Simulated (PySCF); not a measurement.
## Potential energy of SiH⁺ along the bond

Set-up: PySCF, no relativity, basis sets Si 3-21G, H 3-21G. Energies in eV from Si⁺ + H in their ground configurations at the same level. State: ¹Σ⁺ (singlet), closed shell.

Curves on a restricted Hartree–Fock reference rise too fast on stretching and do not dissociate correctly.

All columns are RHF. A positive dipole points towards H; it is taken about the centre of mass and depends on that origin.

```csv
R (Å),E (eV),μ (D),Mulliken charge on Si (basis-dependent),HOMO (eV),LUMO (eV),Mayer bond order,⟨S²⟩
1.329,-1.570,1.11,1.20,-17.96,-7.08,0.91,0.00
1.391,-1.806,0.99,1.18,-17.93,-7.09,0.93,0.00
1.452,-1.927,0.88,1.17,-17.88,-7.10,0.94,0.00
1.499,-1.960,0.79,1.16,-17.83,-7.12,0.95,0.00
1.545,-1.954,0.71,1.14,-17.78,-7.13,0.95,0.00
1.591,-1.915,0.63,1.13,-17.71,-7.14,0.96,0.00
1.653,-1.824,0.53,1.11,-17.61,-7.16,0.97,0.00
1.730,-1.664,0.43,1.09,-17.46,-7.18,0.98,0.00
1.823,-1.427,0.32,1.06,-17.25,-7.20,0.98,0.00
1.947,-1.066,0.23,1.02,-16.92,-7.22,0.99,0.00
```

A fit through these points gives, at Re = 1.513 Å, μ = 0.77 D and dμ/dR = -1.80 D/Å; the reduced mass is 0.9728 u.

Q: How strong is the fundamental in the double-harmonic approximation, I = 42.26·(dμ/dR)²/μred km/mol?

A: I = 42.26·(-1.80)²/0.9728 = 141 km/mol at RHF.

For an ion De counts to the pair picked by the measured ionisation energies or electron affinities, which need not be the lowest pair at this level. Where the molecule has an RHF reference, its open-shell atoms are computed with UHF. 3-21G is very small, so such numbers show the basis as much as the molecule. Hartree–Fock leaves out correlation, which carries a large part of most bond energies and some tenths to 1 eV of ionisation energies.
